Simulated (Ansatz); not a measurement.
The input, for Ansatz 0.2.0:

```yaml
crystal:
  periodic: [false, false, false]
  atoms:
    - {symbol: Si, position_ang: [0.006044, -0.010239, 0.000023]}
    - {symbol: H, position_ang: [1.477987, 0.003989, -0.000073]}
    - {symbol: H, position_ang: [-0.928807, 1.573415, -0.003606]}
    - {symbol: H, position_ang: [-0.717605, -1.292090, 0.003024]}
basis:
  gaussian: {orbitals: cc-pVDZ, fitting: {mean_field: def2-universal-jkfit}}
total_charge: 1
magnetization: {spin_polarized: true, initial_magnetization: 0}
correlation: {method: bccd, electrons: valence}
accuracy: high
scf: {lower_state_search: light}
```

```sh
$ ansatz run in.yaml --threads 1 --pin off --events-out ev --progress --plain --max-ram 2393MiB
```

**Question.** Roughly how long does this take on 1 thread of Intel Xeon Platinum 8259CL, shared host, and how much host memory?

**Answer.** 0.96 s wall and 0.15 GiB.

```
182 factors; integrals over basis functions are off by at most 4.7e-1 eV
mean field evaluation 1: about -7899.4963 eV, gradient 5.4e0 eV
mean field evaluation 2: about -7899.7877 eV, gradient 1.4e0 eV
mean field evaluation 4: about -7899.8110 eV, gradient 1.2e-4 eV
mean field evaluation 8: about -7899.8108 eV, gradient 1.3e-1 eV
mean field -7899.81100722 eV, -290.3126998311 hartree, gradient 2.6e-8 eV, S^2 0.000000; 0 other end points of the search recorded, 0 dependent functions left out
5 core orbitals not correlated: weight in the atoms' cores, before any rotation towards them, 1.000 or more for the frozen orbitals, at most 0.000 for the correlated occupied ones
reference -7899.81100722 eV, -290.3126998311 hartree; 3, 3 occupied and 25, 25 virtual orbitals, 182 factors
second order -2.33434558 eV of doubles, -0.00000000 eV of singles
cycle   1  -2.85389043 eV  change   -5.2e-1 eV  update   5.7e-2
cycle   2  -3.06901527 eV  change   -2.2e-1 eV  update   2.2e-2
cycle   3  -3.07355659 eV  change   -4.5e-3 eV  update   4.7e-3
cycle   4  -3.07408727 eV  change   -5.3e-4 eV  update   1.1e-3
cycle   5  -3.07386107 eV  change    2.3e-4 eV  update   3.9e-4
cycle   6  -3.07374655 eV  change    1.1e-4 eV  update   1.1e-4
cycle   7  -3.07379975 eV  change   -5.3e-5 eV  update   3.0e-5
cycle   8  -3.07380354 eV  change   -3.8e-6 eV  update   8.6e-6
cycle   9  -3.07379899 eV  change    4.5e-6 eV  update   2.3e-6
cycle  10  -3.07380028 eV  change   -1.3e-6 eV  update   6.4e-7
cycle  11  -3.07380022 eV  change    6.0e-8 eV  update   1.9e-7
cycle  12  -3.07380030 eV  change   -7.5e-8 eV  update   7.1e-8
cycle  13  -3.07380020 eV  change    1.0e-7 eV  update   3.2e-8
cycle  14  -3.07380014 eV  change    5.5e-8 eV  update   2.0e-8
cycle  15  -3.07380018 eV  change   -3.7e-8 eV  update   3.5e-8
cycle  16  -3.07380019 eV  change   -1.1e-8 eV  update   1.1e-8
cycle  17  -3.07380019 eV  change   -1.9e-9 eV  update   2.5e-9
cycle  18  -3.07380019 eV  change   3.5e-10 eV  update  7.0e-10
cycle  19  -3.07380019 eV  change   4.6e-10 eV  update  2.5e-10
cycle  20  -3.07380019 eV  change   2.6e-10 eV  update  8.8e-11
Total energy: -7902.88480741 eV, -290.4256599046 hartree
```
